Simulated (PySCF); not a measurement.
PySCF input (r2SCAN/def2-TZVP):

```python
import numpy as np, basis_set_exchange as bse
from pyscf import gto, scf, dft, df

basis = {'Cl': gto.basis.parse(bse.get_basis('def2-TZVP', elements=['Cl'], fmt='nwchem')), 'H': gto.basis.parse(bse.get_basis('def2-TZVP', elements=['H'], fmt='nwchem'))}
mol = gto.M(
    atom='''
    Cl   -0.00000000   -0.00000000   -0.07122178
    H     0.00000000    0.00000000    1.21077034
    ''',
    basis=basis,
    charge=0,
    verbose=4,
    max_memory=1839,
)
mf = dft.RKS(mol, xc='r2scan')
mf = mf.density_fit(auxbasis=df.autoaux(mol))
mf.conv_tol = 1e-9
mf.max_cycle = 100
mf.grids.level = 2
print('smallest overlap eigenvalue', np.linalg.eigvalsh(mol.intor('int1e_ovlp'))[0])
mf.kernel()
dip = mf.dip_moment()
```

Output:

```
PySCF version 2.14.0

[INPUT] verbose = 4
[INPUT] num. atoms = 2
[INPUT] num. electrons = 18
[INPUT] charge = 0
[INPUT] spin (= nelec alpha-beta = 2S) = 0
[INPUT] symmetry False subgroup None
[INPUT] Mole.unit = angstrom
[INPUT] Symbol           X                Y                Z      unit          X                Y                Z       unit  Magmom
[INPUT]  1 Cl     0.000000000000   0.000000000000  -0.071221780000 AA    0.000000000000   0.000000000000  -0.134589658304 Bohr   0.0
[INPUT]  2 H      0.000000000000   0.000000000000   1.210770340000 AA    0.000000000000   0.000000000000   2.288024342347 Bohr   0.0

nuclear repulsion = 7.01721363594653
number of shells = 17
number of NR pGTOs = 71
number of NR cGTOs = 43
basis = {'Cl': [[0, [69507.990945, 0.00054314897497], [10426.15688, 0.0041990463961], [2373.2334061, 0.021592141679], [671.56420071, 0.084598850094], [218.4199979, 0.24757249724], [77.572249714, 0.47016930228], [28.888815277, 0.37436370716]], [0, [127.10527185, 0.025182166603], [39.339582961, 0.10786112456], [7.6740679989, -0.27408821574]], [0, [3.874562763, 1.3213875014], [1.8385832573, 0.68636955368]], [0, [0.50229057542, 1.0]], [0, [0.1796272342, 1.0]], [1, [666.50423284, 0.0023632663836], [157.6424169, 0.018879300374], [50.262520978, 0.087206341273], [18.536078105, 0.2528561297], [7.2940532777, 0.4350715482]], [1, [2.9433248995, 0.35026513165]], [1, [1.0404970818, 1.0]], [1, [0.3845641508, 1.0]], [1, [0.13069642732, 1.0]], [2, [4.61, 0.2], [1.011, 1.0]], [2, [0.339, 1.0]], [3, [0.706, 1.0]]], 'H': [[0, [34.061341, 0.0060251978], [5.1235746, 0.045021094], [1.1646626, 0.20189726]], [0, [0.32723041, 1.0]], [0, [0.10307241, 1.0]], [1, [0.8, 1.0]]]}
ecp = {}
ETB for H: l = 0, exps = 0.20614482 * 1.8^n , n = 0..10
ETB for H: l = 1, exps = 0.90307241 * 2^n , n = 0..2
ETB for H: l = 2, exps = 1.6 * 2.2^n , n = 0..0
ETB for Cl: l = 0, exps = 0.26139285464 * 1.8^n , n = 0..16
ETB for Cl: l = 1, exps = 0.26139285464 * 1.8^n , n = 0..14
ETB for Cl: l = 2, exps = 0.26139285464 * 1.8^n , n = 0..13
ETB for Cl: l = 3, exps = 0.46969642732000005 * 2.2^n , n = 0..7
ETB for Cl: l = 4, exps = 0.678 * 2.2^n , n = 0..4
smallest overlap eigenvalue 0.018586927220596475

******** <class 'pyscf.df.df_jk.DFRKS'> ********
method = DFRKS
initial guess = minao
damping factor = 0
level_shift factor = 0
DIIS = <class 'pyscf.scf.diis.CDIIS'>
diis_start_cycle = 1
diis_space = 8
diis_damp = 0
SCF conv_tol = 1e-09
SCF conv_tol_grad = None
SCF max_cycles = 100
direct_scf = False
XC library pyscf.dft.libxc version 7.1.2
    S. Lehtola, C. Steigemann, M. J. T. Oliveira, and M. A. L. Marques,  SoftwareX 7, 1–5 (2018)
XC functionals = r2scan
    J. W. Furness, A. D. Kaplan, J. Ning, J. P. Perdew, and J. Sun,  J. Phys. Chem. Lett. 11, 8208–8215 (2020)
    J. W. Furness, A. D. Kaplan, J. Ning, J. P. Perdew, and J. Sun,  J. Phys. Chem. Lett. 11, 9248–9248 (2020)
    J. W. Furness, A. D. Kaplan, J. Ning, J. P. Perdew, and J. Sun,  J. Phys. Chem. Lett. 11, 8208–8215 (2020)
    J. W. Furness, A. D. Kaplan, J. Ning, J. P. Perdew, and J. Sun,  J. Phys. Chem. Lett. 11, 9248–9248 (2020)
radial grids:
    Treutler-Ahlrichs [JCP 102, 346 (1995); DOI:10.1063/1.469408] (M4) radial grids

becke partition: Becke, JCP 88, 2547 (1988); DOI:10.1063/1.454033
pruning grids: <function nwchem_prune>
grids dens level: 2
symmetrized grids: False
atomic radii adjust function: <function treutler_atomic_radii_adjust>
small_rho_cutoff = 0
Set gradient conv threshold to 3.16228e-05
Initial guess from minao.
tot grids = 17120
init E= -460.746792241438
  HOMO = -0.353504501862038  LUMO = -0.0196870391639337  gap/eV = 9.08364
cycle= 1 E= -460.775539465074  delta_E= -0.0287  |g|= 0.176  |ddm|= 0.821
  HOMO = -0.269702532543447  LUMO = 0.00553851544253092  gap/eV = 7.48969
cycle= 2 E= -460.774823271465  delta_E= 0.000716  |g|=  0.2  |ddm|= 0.36
  HOMO = -0.302204143002066  LUMO = -0.00245217476463822  gap/eV = 8.15667
cycle= 3 E= -460.784851872858  delta_E= -0.01  |g|= 0.0191  |ddm|= 0.18
  HOMO = -0.30504315919383  LUMO = -0.00384323429260647  gap/eV = 8.19607
cycle= 4 E= -460.784902561502  delta_E= -5.07e-05  |g|= 0.00752  |ddm|= 0.0148
  HOMO = -0.30451283745354  LUMO = -0.00313179156042054  gap/eV = 8.20100
cycle= 5 E= -460.784916992354  delta_E= -1.44e-05  |g|= 0.000822  |ddm|= 0.00529
  HOMO = -0.304614697780246  LUMO = -0.00323183745026512  gap/eV = 8.20105
cycle= 6 E= -460.784917167574  delta_E= -1.75e-07  |g|= 3.55e-05  |ddm|= 0.000591
  HOMO = -0.304620323209553  LUMO = -0.00323083528737911  gap/eV = 8.20123
cycle= 7 E= -460.78491716799  delta_E= -4.16e-10  |g|= 3.04e-06  |ddm|= 4.11e-05
  HOMO = -0.304620069388075  LUMO = -0.00323062126855689  gap/eV = 8.20122
Extra cycle  E= -460.784917167989  delta_E= 9.66e-13  |g|= 3.44e-06  |ddm|= 4.97e-06
converged SCF energy = -460.784917167989
Dipole moment(X, Y, Z, Debye): -0.00000,  0.00000,  1.27740
```
